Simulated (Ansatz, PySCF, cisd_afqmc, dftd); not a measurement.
Reaction: C2H6 (ethane, SMILES CC) → 2 CH3 (SMILES [CH3], doublet) (the C-C bond breaks)
Each species at its own B3LYP-D3(BJ)/def2-TZVP minimum (Ansatz, a program for electronic structure).

Wanted: bond dissociation energy (enthalpy at 298 K, ideal-gas terms from PySCF's Hessians at B3LYP-D3(BJ)/def2-TZVP), in kcal/mol. UHF or UKS for unpaired electrons; spin-orbit terms are left out. Cores are frozen in correlated methods. Rows without X2C or -DK are non-relativistic. The Monte Carlo rows (phaseless AFQMC, CISD trial, step 0.005/hartree) carry one-sigma bars that omit the constraint's bias. Outlying blocks are dropped, and bars are widened where a walk drifts. Over all cases where full CI ran beside it in this data, AFQMC minus full CI had a median of +0.1 mEh and passed +0.4 mEh in a tenth of the cases. CBS(X,Y): correlation extrapolated as X^-3, Hartree-Fock from the larger set (Q,5: extrapolated as (X+1)exp(-9√X)). A bracket is a step between two methods taken in the basis named. The functionals are non-relativistic, so their misses hold any scalar relativity. Double hybrids freeze cores in their MP2 part. '+ core + X2C': CCSD(T) terms for core correlation (cc-pwCVTZ) and scalar relativity (cc-pVTZ-DK).

From measured enthalpies of formation at 298 K: 90.0 kcal/mol (Active Thermochemical Tables 1.112 (ions: stationary electron), as tabulated in the package chemicals). The calculations leave out spin-orbit terms.

| level | program | bond dissociation energy (kcal/mol) | error against that value |
|---|---|---|---|
| HF/cc-pVQZ | Ansatz | 58.4 | -31.6 |
| r2SCAN-D3(BJ)/def2-TZVPD | Ansatz + dftd3 | 82.3 | -7.7 |
| B3LYP/def2-TZVPD | Ansatz | 84.7 | -5.3 |
| B2GP-PLYP-D3(BJ)/def2-TZVPD | Ansatz + dftd3 | 88.0 | -2.0 |
| B2GP-PLYP/def2-TZVPD | Ansatz | 87.5 | -2.5 |
| CCSD/CBS(cc-pVQZ,cc-pV5Z) | Ansatz | 87.3 | -2.7 |
| CCSD(T)/cc-pVQZ | Ansatz | 89.3 | -0.7 |
| CCSDT(Q)/cc-pVDZ | Ansatz | 87.3 | -2.7 |
| CCSD(T)/CBS(cc-pVQZ,cc-pV5Z) + [AFQMC/CISD - CCSD(T)]/cc-pVDZ + core + X2C | Ansatz + cisd_afqmc | 90.3 ± 0.2 | 0.3 |
| CCSD(T)/CBS(cc-pVQZ,cc-pV5Z) + [AFQMC/CISD - CCSD(T)]/cc-pVTZ + core + X2C | Ansatz + cisd_afqmc | 89.5 ± 0.4 | -0.5 |
| CCSD(T)/CBS(cc-pVQZ,cc-pV5Z) + [CCSDT(Q) - CCSD(T)]/cc-pVDZ + core + X2C | Ansatz | 90.2 | 0.2 |
